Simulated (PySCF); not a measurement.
# AlOF at several levels of theory

All levels use the PBE0 minimum (singlet; Al–F 1.631 Å, Al–O 1.593 Å; F–Al–O 180.0°), basis [Al def2-TZVP, O def2-TZVP, F def2-TZVP], no relativity, density fitting, no spin–orbit coupling, PySCF. For vertical energies the ionised species is a doublet (spins chosen at PBE0 and kept) and the electron-attached one a doublet. Atomisation goes to high-spin ground-configuration atoms, without zero-point energy. Open shells are unrestricted, also as the reference of the correlated levels. A dash marks a value that was not computed or is not defined at that level.

```tsv
level	atomisation (kJ/mol)	vertical IP (eV)	vertical EA (eV)	−ε(HOMO) (eV)	gap (eV)	dipole (D)
PBE0	1043	10.37	0.92	8.02	5.17	3.30
HF	634	8.33	0.30	11.47	11.56	4.09
MP2	1155	10.81	0.51	–	–	–
PBE	1123	10.74	0.91	6.65	2.93	2.96
CCSD(T)	1051	10.46	–	–	–	–
r2SCAN	1094	10.47	0.94	6.87	3.51	3.20
B3LYP	1061	10.57	0.94	7.81	4.62	3.23
TPSSh	1050	10.39	0.85	7.21	4.04	3.20
M06-L	1073	10.30	0.68	6.66	3.41	3.18
BP86	1121	10.85	1.01	6.76	2.96	3.00
```

For AlOF itself CCSD(T) correlates 16 electrons; T1 = 0.024, D1 = 0.063, (T) = -60 kJ/mol. T1 is large, so the single-reference value is itself in doubt.

(1) Which levels differ least and most from CCSD(T) in the atomisation?

Results:

(1) Least: TPSSh (-1 kJ/mol); most: HF (-417 kJ/mol). CCSD(T) atomisation energies in a triple-zeta basis lie tens of kJ/mol low, so this is no ranking by accuracy.

Without diffuse functions attachment energies tend to come out too low.
